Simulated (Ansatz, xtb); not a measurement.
## Relative energy of two isomers of C3H6O2

Structure I: `C1COCO1`, a singlet. Structure II: `COC(C)=O`, a singlet. Both are isolated molecules in the gas phase, relaxed with B3LYP-D3(BJ)/def2-SVP; the shapes shown needn't be the lowest conformers.

I (Å):

```xyz
11

C    -1.8102   -0.0424    0.6031
C    -0.5696   -0.7041    1.2193
C    -0.0747    0.4343   -0.7099
O     0.4525   -0.4397    0.2678
O    -1.2454    0.9908   -0.1822
H    -2.3725   -0.7587   -0.0295
H    -2.4970    0.4001    1.3380
H    -0.3053   -0.2504    2.1918
H    -0.6909   -1.7912    1.3601
H    -0.2893   -0.1353   -1.6422
H     0.6402    1.2449   -0.9275
```

II (Å):

```xyz
11

C    -1.0931   -1.4075    1.6073
C    -1.1048    0.3216    0.0103
C    -0.2368    1.1199   -0.9295
O    -0.3746   -0.5893    0.6863
O    -2.2936    0.4551    0.1591
H    -1.8734   -1.9875    1.0911
H    -0.3554   -2.0811    2.0605
H    -1.5769   -0.7941    2.3827
H     0.2528    0.4463   -1.6494
H    -0.8503    1.8571   -1.4603
H     0.5609    1.6260   -0.3646
```

Quicker runs give these differences E(II) − E(I): GFN2-xTB −10.0 kcal/mol; HF/STO-3G +12.5 kcal/mol (at GFN2-xTB geometries); r2SCAN-D4/def2-SVP −28.9 kcal/mol (at GFN2-xTB geometries).

Task: Estimate which is lower in electronic energy at CCSD(T)/def2-SVP + ΔMP2/def2-TZVPP, and by roughly how much.

Result: The CCSD(T)/def2-SVP + ΔMP2/def2-TZVPP calculation puts structure II lower, by 25.1 kcal/mol.

The same difference at several levels:

```
                             level               geometry  E(II) − E(I) (kcal/mol)  departure from the last row (kcal/mol)  job, with rough time for the two
                          GFN2-xTB               GFN2-xTB                     −10.0                                   +15.1               optimisation, 0.1 s
                         HF/STO-3G               GFN2-xTB                     +12.5                                   +37.6              single point, 0.22 s
                r2SCAN-D4/def2-SVP               GFN2-xTB                     −28.9                                    −3.9               single point, 2.2 s
             B3LYP-D3(BJ)/def2-SVP  B3LYP-D3(BJ)/def2-SVP                     −28.4                                    −3.3                optimisation, 25 s
                       HF/def2-SVP  B3LYP-D3(BJ)/def2-SVP                     −28.3                                    −3.2           part of the CCSD(T) run
                      MP2/def2-SVP  B3LYP-D3(BJ)/def2-SVP                     −30.7                                    −5.7           part of the CCSD(T) run
                  CCSD(T)/def2-SVP  B3LYP-D3(BJ)/def2-SVP                     −29.4                                    −4.3                      single point
CCSD(T)/def2-SVP + ΔMP2/def2-TZVPP  B3LYP-D3(BJ)/def2-SVP                     −25.1                                                        single point, 15 s
```

As drawn, II has 1 C=O in place of 2 C–O. Structure I has a 5-membered ring, II no ring.

HF/STO-3G puts the two in the other order. The largest departure from CCSD(T)/def2-SVP + ΔMP2/def2-TZVPP is that of HF/STO-3G, 37.6 kcal/mol. The last row adds to CCSD(T) the change of the MP2 difference between the two basis sets, here +4.3 kcal/mol, a large step that makes the value less sure.

With harmonic frequencies from B3LYP-D3(BJ)/def2-SVP (ideal gas, rigid rotor, one conformer each, 298.15 K, 1 atm): the zero-point term adds −2.1 kcal/mol; ΔH is −26.2 and ΔG −28.3 kcal/mol.

The correlated steps freeze 5 core orbitals. Mirror images aren't counted in ΔG. Programs: Ansatz 0.2.0, xtb 6.7.1; the last row on 4 threads of Arm Neoverse V1 on a shared host.
